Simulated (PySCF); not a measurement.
# CH3B: core ionisation energies

Species: CH2BH, CH3B.
Geometry (PBE0-D3(BJ)/def2-SVP, Å), atoms numbered from 1 in this order:
```xyz
5
CH3B angstrom
B      0.8085    0.0032    0.2080
C     -0.5388   -0.0005   -0.1086
H      1.9657    0.0067    0.4803
H     -1.2330    0.7539    0.2771
H     -0.9850   -0.7576   -0.7624
```

Method: delta-SCF UKS SCAN, pcX-2 on the ionised atom, pcseg-1 elsewhere, spin-free X2C (PySCF 2.14.0). Vertical ΔSCF values, vacuum level as zero.

List the computed XPS lines with their assignment.

```tsv
atom(s)	environment	level	binding energy (eV)	count
B1	boron bonded to C and H	B 1s	196.86	1
C2	carbon bonded to B and 2 H	C 1s	289.72	1
```

Which photon energy gives electrons from C 1s of C2 a kinetic energy of 50 eV, and what is their de Broglie wavelength?

hν = 289.72 + 50 = 339.72 eV, recoil neglected; λ = 12.264 Å/√(E/eV) = 1.73 Å.

Spin contamination (⟨S²⟩ against 0.75 for a pure doublet) is marked for B 1s of B1 (0.87), which makes this value less certain. Isolated species at its PBE0-D3(BJ)/def2-SVP geometry, gas phase.

Hardware: one thread, Arm Neoverse N1, no GPU (shared host). Cost: 4.1 s wall.
